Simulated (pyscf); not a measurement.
Optimised with ωB97X-D3(BJ)/def2-SVP in PySCF. MP2 and CC: frozen core, UHF for open shells. ΔMP2 is the change of the MP2 total energy from the triple- to the quadruple-zeta basis.

Q: For the elementary gas-phase step H₂Si=S + H₂S → HS–SiH₂–SH (singlet surface; H–S broken, H–S, S–Si formed), what barrier and reaction energy does CCSD(T)/def2-TZVPP + ΔMP2(QZVPP) give, measured from the separated reactants?

A: ΔE‡ = -2.5 kcal/mol, ΔE = -41.5 kcal/mol. Zero-point energy shifts the barrier by +1.0 kcal/mol. It is an addition across a multiple bond or ene-type step, with an imaginary mode of 853i cm⁻¹. On the reactant side the descent ends in an adduct with a S–Si contact, 13.5 kcal/mol under the separated species and 6.3 kcal/mol under the saddle at ωB97X-D3(BJ)/def2-TZVP. At CCSD(T) the saddle lies under the separated reactants, which points to a path from their complex (located at ωB97X-D3(BJ) alone). What is counted as formed (S–Si) is already present as a longer contact in the reactant adduct; forming that adduct is a step of its own. At ωB97X-D3(BJ) the barrier from the zero used here is -7.2 kcal/mol. One saddle was located; it need not be the lowest between these sides. The CCSD(T) − MP2 part came from Ansatz, without density fitting, on the same reference.
